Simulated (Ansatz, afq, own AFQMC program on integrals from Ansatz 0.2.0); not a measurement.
**GeH⁺, singlet in cc-pVQZ, levels against full CI**

```
atom   x (Å)   y (Å)   z (Å)
  Ge  0.0000  0.0000  0.0000
   H  0.0000  0.0000  1.5886
```

Basis cc-pVQZ. Only valence electrons are correlated. Ansatz 0.2.0 and our own AFQMC program on the same integrals; the CISD trial comes from CCSD amplitudes, and released means the phaseless constraint is let go. Free AFQMC starts from the CCSD state and is never constrained. Its projection time is finite, and what remains of the start isn't in its error. ± is one standard error of the sampling. No spin–orbit coupling.

Determinant: RHF, the one that the program's search chose, which needn't be the lowest solution. The geometry is a PBE0/def2-TZVP stationary point of this or a neighbouring charge and spin state.

Full CI on the same integrals is exact in this basis and with this determinant's frozen core.

Cautions: no relativity below Rb; no spin-orbit coupling; inner d shell frozen.

```
T1 diagnostic                               : 0.0105
weight of the determinant in the CISD state : 0.932
size of the correlated space                : 4 electrons in 84 orbitals
```

Reference: full CI, correlation energy -2.435 eV. The released energy is read at 1.50 1/Eh (meV from the phaseless value at times in 1/Eh: 0.0 ± 1.1 at 0.24, -1.5 ± 0.9 at 0.50, -3.1 ± 0.7 at 1.00, -4.6 ± 0.7 at 1.50).

| level | E − E(reference) (meV) | share of correlation (%) |
| --- | --- | --- |
| HF | 2435.0 | 0.00 |
| MP2 | 552.7 | 77.30 |
| CCSD | 49.3 | 97.98 |
| CCSD(T) | 9.4 | 99.61 |
| CCSDT | 1.6 | 99.94 |
| CCSDT(Q) | 0.3 | 99.99 |
| ph-AFQMC/HF | 13.6 ± 15.6 | 99.44 |
| ph-AFQMC/CISD | 5.0 ± 1.2 | 99.79 |
| released AFQMC | 0.5 ± 0.7 | 99.98 |
| free AFQMC | -0.8 ± 0.9 | 100.03 |

CCSDT and higher add their correlation energy to the determinant of the CCSD(T) run, since their own runs factorise the integrals more tightly (a shift of under 2 meV). Free projections are given only where their last times agree within the noise and don't stop above the reference; a slow remainder of the start can still hide under it. A walk keeps the symmetry of its determinant, which the program's search chose and which needn't be the lowest solution, so a lower state of the same spin and another symmetry isn't excluded. Released energies are given only where the last usable release times agree within the noise; a slower fall can still hide under it.
